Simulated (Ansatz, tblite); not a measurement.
**ZnCl2: rung by rung**

An exercise on one series of results from a longer session: the logs are not shown, and one member is left open.

The runs use Ansatz 0.2.0, Gaussian basis; as each input shows.

Levels to be run: GFN1-xTB, GFN2-xTB, PBE-D4/def2-TZVP, r2SCAN-D4/def2-TZVP, B97M-V/def2-TZVP, r2SCAN0-D4/def2-TZVP, PBE-QIDH/def2-TZVP, HF/def2-TZVP, LC-ωPBE/def2-TZVP, B2PLYP/def2-TZVP, B3LYP-D4/def2-TZVP, PBE-D4/def2-SVP, PBE0-D4/def2-SVP, HF/6-31G, B3LYP-D4/6-31G, CCSD(T)/def2-TZVPP, MP2/def2-TZVP, RPA/def2-TZVP.

**The geometry**

The geometry is that of the singlet, from an earlier relaxation (PBE-D4/def2-TZVP).

3 atoms, charge 0, spin multiplicity 1.

Bond lengths: Zn1–Cl2 2.090 Å, Zn1–Cl3 2.090 Å. Angles: Cl2–Zn1–Cl3 179.9°.

PBE0-D4/def2-TZVP was run before; its log isn't repeated, and its numbers join the tables.

Set-up of the first run:

Tight binding, by tblite at 300 K electronic temperature and without a spin-polarisation term:

```python
tblite.interface.Calculator('GFN1-xTB', numbers, positions, charge=0, uhf=0).singlepoint()
```

Tight binding, by tblite at 300 K electronic temperature and without a spin-polarisation term:

```python
tblite.interface.Calculator('GFN2-xTB', numbers, positions, charge=0, uhf=0).singlepoint()
```

start.molden holds the orbitals of an earlier run on this state, given as this run's starting guess.

The input, in.yaml:

```yaml
crystal:
  periodic: [false, false, false]
  atoms:
    - {symbol: Zn, position_ang: [-0.000759, -0.000437, -0.000016]}
    - {symbol: Cl, position_ang: [-0.016635, -0.020840, 2.090029]}
    - {symbol: Cl, position_ang: [0.017394, 0.021278, -2.090012]}
basis:
  gaussian: {orbitals: def2-TZVP, initial_orbitals: start.molden}
hamiltonian: {xc: pbe, dispersion: d4}
scf: {omitted_lower_state_checks: [starts]}
output: {orbitals: {seedname: orbitals}}
```

Started as:

```bash
$ ansatz run in.yaml --threads 4 --pin off --events-out ev --progress --plain --max-ram 3916MiB
```

Among the steps run: PBE-D4/def2-TZVP; r2SCAN-D4/def2-TZVP; B97M-V/def2-TZVP; r2SCAN0-D4/def2-TZVP; PBE-QIDH/def2-TZVP; HF/def2-TZVP; LC-ωPBE/def2-TZVP; B2PLYP/def2-TZVP; B3LYP-D4/def2-TZVP; PBE-D4/def2-SVP; PBE0-D4/def2-SVP; HF/6-31G; B3LYP-D4/6-31G; CCSD(T)/def2-TZVPP; MP2/def2-TZVP; RPA/def2-TZVP.

One table of the session follows, with a row left open; its other results are not shown here.

It belongs to the step «Levels side by side». 

| level | HOMO (eV) | gap (eV) |
| --- | --- | --- |
| HF/6-31G | -12.51 | 13.34 |
| HF/def2-TZVP | -12.40 | 13.71 |
| PBE-D4/def2-SVP | -7.27 | 5.01 |
| PBE-D4/def2-TZVP | ? | ? |
| r2SCAN-D4/def2-TZVP | -8.10 | 5.78 |
| B97M-V/def2-TZVP | -8.15 | 5.67 |
| B3LYP-D4/6-31G | -8.85 | 6.67 |
| B3LYP-D4/def2-TZVP | -8.86 | 6.84 |
| PBE0-D4/def2-SVP | -8.76 | 7.32 |
| PBE0-D4/def2-TZVP | -9.15 | 7.46 |
| r2SCAN0-D4/def2-TZVP | -9.38 | 7.88 |
| LC-ωPBE/def2-TZVP | -11.96 | 12.51 |

Q: Estimate the row for PBE-D4/def2-TZVP from the others.

As computed: HOMO (eV): -7.75; gap (eV): 5.13. In the column «HOMO (eV)» it lies between r2SCAN-D4/def2-TZVP (-8.10) and PBE-D4/def2-SVP (-7.27).
